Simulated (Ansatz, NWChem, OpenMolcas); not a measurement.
Worked example: SiH3Cl → SiH2 + HCl

Species: SiH3Cl (chlorosilane) `[SiH3]Cl`, singlet; SiH2 `[SiH2]`, singlet; HCl, singlet. 

Shapes, held fixed at every level: PBE0-D4/def2-TZVP. Programs: Ansatz 0.2.0, NWChem 7.3.0, OpenMolcas 26.06. A level may come from different programs for different species; with the same settings they agree closely. Electronic energies: no zero-point or thermal term.

At PBE0/def2-SVP; 1 Eh = 2625.50 kJ/mol:

| species | energy (Eh) |
| --- | --- |
| SiH3Cl | -751.013594 |
| SiH2 | -290.385208 |
| HCl | -460.502076 |

Task: Work out ΔE of the reaction at this level.

Result: 
1. Products less reactants: (-290.385208) + (-460.502076) − [(-751.013594)] = 0.126310 Eh = +331.6 kJ/mol.

Other levels give +256.7 (CCSD(T)/3-21G) to +457.4 kJ/mol (HF/STO-3G). No measured value is set beside it here. The median of the other levels is +307.4 kJ/mol.
